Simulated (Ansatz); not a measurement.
For 2H MoTe2, rVV10 (plane waves, PAW; Ansatz, an electronic-structure program) gives:

```
Property                           Value
------------------------------  --------
equilibrium lattice constant a   3.598 Å
lattice parameter c             14.221 Å
```

What does r²SCAN+rVV10 (PAW; Ansatz) give for the same quantities?


- lattice constant a: 3.542 Å (decreases by 1.6 %)
- lattice parameter c: 14.176 Å (shrinks by 0.3 %)

For comparison: lattice constant a 3.518 Å (measured, 300 K, not corrected to a static lattice; as tabulated in arXiv:1605.07067); lattice parameter c 13.974 Å (measured, 300 K, no zero-point or thermal correction; as tabulated in arXiv:1605.07067).

Changes are worked out from the printed values.

Unless a cell is named, each level is at its own relaxed cell (rVV10 26.58, r²SCAN+rVV10 25.67 Å³/atom).

Ansatz's density-functional and Hartree–Fock values are scalar-relativistic unless marked +SOC, with PAW data made under PBE.
